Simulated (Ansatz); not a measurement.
Rutile CrO2 was calculated with LDA (Ansatz, a quantum-chemistry and plane-wave program, plane waves, PAW).

Settings: plane-wave cutoff 520 eV, 12×12×18 k mesh (along the axes of the cell as run), Fermi–Dirac smearing 0.05 eV, spin-polarised with parallel moments, scalar-relativistic PAW data made under PBE.

Equation-of-state points:

```tsv
V (Å³/atom)	E − E_lowest (meV/atom)	P (GPa)
8.657	13.66	12.62
8.837	3.29	5.95
9.018	0.00	0.00
9.198	3.04	-5.29
9.378	11.69	-9.98
```

Problem. Estimate the bulk modulus from the pressures at 8.837 and 9.198 Å³/atom, and compare it with a fit to all energies.

Solution. B = −V dP/dV. Between V = 8.837 and 9.198 Å³/atom, dP/dV = (-5.29 − (5.95))/(9.198 − 8.837) = -31.1 GPa per Å³/atom; at the midpoint 9.018 Å³/atom this gives B ≈ 281 GPa. The third-order Birch–Murnaghan fit gives V0 = 9.018 Å³/atom, B0 = 280 GPa, B′ = 4.8, which lies within 1 % of that estimate.

Shape and atoms are relaxed at each volume.

Measured, for comparison: bulk modulus 242 ± 2 GPa (temperature not stated, not corrected to a static lattice, equation of state from high-pressure X-ray diffraction; as tabulated in Datta et al. (2023), arXiv:2307.04584). Computed (rounded) less measured: bulk modulus +16 %.

Note: the bulk modulus comes from volumes at which shape and atoms were relaxed.

Computed values are for the static lattice.
